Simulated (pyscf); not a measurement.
methane (CH₄) + amino radical (NH₂•) -> methyl (CH₃•) + ammonia (NH₃) (hydrogen abstraction; doublet surface; C–H broken, H–N formed). Single points on ωB97X-D3(BJ)/def2-SVP structures (PySCF, gas phase). Correlated levels are frozen-core, on RHF or UHF. ΔMP2 is the change of the MP2 total energy from the triple- to the quadruple-zeta basis. Energies in kJ/mol from the separated reactants.

```json
[
 {"level": "ωB97X-D3(BJ)/def2-TZVP", "barrier": "54.0", "reaction energy": "-4.1"},
 {"level": "r²SCAN/def2-TZVP", "barrier": "35.7", "reaction energy": "-10.6"},
 {"level": "PBE0-D3(BJ)/def2-TZVP", "barrier": "39.2", "reaction energy": "-8.5"},
 {"level": "M06-2X/def2-TZVP", "barrier": "[?]", "reaction energy": "-10.8"},
 {"level": "ωB97M-D3(BJ)/def2-TZVP", "barrier": "55.1", "reaction energy": "-7.9"},
 {"level": "HF/def2-TZVP", "barrier": "135.3", "reaction energy": "+10.7"},
 {"level": "CCSD(T)/def2-TZVPP + ΔMP2(QZVPP)", "barrier": "[?]", "reaction energy": "[?]"}
]
```

Problem. What belongs in the gaps?

Solution. 
- M06-2X/def2-TZVP, barrier: 52.9
- CCSD(T)/def2-TZVPP + ΔMP2(QZVPP), barrier: 59.4
- CCSD(T)/def2-TZVPP + ΔMP2(QZVPP), reaction energy: -11.1

Of the functionals in the table, ωB97M-D3(BJ) is closest to CCSD(T)/def2-TZVPP + ΔMP2(QZVPP) in the barrier (4.3 kJ/mol apart) and r²SCAN least close (23.7 kJ/mol); that level has limits of its own. This is the saddle that the search found; another between the same sides may lie lower. The angle at the transferred H is 166°. The CCSD(T) − MP2 part came from Ansatz, without density fitting, on the same reference.
